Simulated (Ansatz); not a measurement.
Born–Oppenheimer molecular dynamics of CH3SSi (6 atoms, charge 0, multiplicity 2). It starts at the highest image of a converged band, a first-order saddle point between two minima.

These are results of UKS PBE0-D4/6-31G* in Ansatz, not measurements.

```yaml
ensemble: NVE (velocity Verlet)
time_step: 0.5 fs
steps_asked: 144
starting_velocities_drawn_for: 300 K
seed: 8114
```

First frame:

```xyz
6
Properties=species:S:1:pos:R:3
C -0.401 -0.711 -0.205
Si 0.520 1.110 0.244
S -1.363 0.543 -0.777
H -0.733 -1.614 0.300
H 1.607 0.775 -0.739
H 0.370 -0.103 1.176
```

(1) How far do the bonds stretch over the last three quarters of this one trajectory? (Pairs bonded in most of those frames.)

## Answers

(1) 
| bond | mean (Å) | spread (Å) | shortest | longest |
| --- | --- | --- | --- | --- |
| C1–Si2 | 1.826 | 0.089 | 1.68 | 2.01 |
| C1–S3 | 1.758 | 0.086 | 1.63 | 1.89 |
| C1–H4 | 1.086 | 0.007 | 1.07 | 1.10 |
| Si2–S3 | 2.169 | 0.031 | 2.14 | 2.25 |
| Si2–H5 | 1.501 | 0.046 | 1.42 | 1.58 |
| Si2–H6 | 1.542 | 0.066 | 1.43 | 1.65 |

Mean temperature of the second half: 1888 K. The conserved energy stayed within 0.2 meV per atom of its start (net change -0.19 meV per atom), so the integration is sound. The system heated up, since it started high on the potential surface and ran downhill. A run of 0.072 ps of so small a system gives no equilibrium averages.

The run took 13 min on 1 thread of Arm Neoverse N1, with other jobs on the host, peak memory 0.15 GiB.
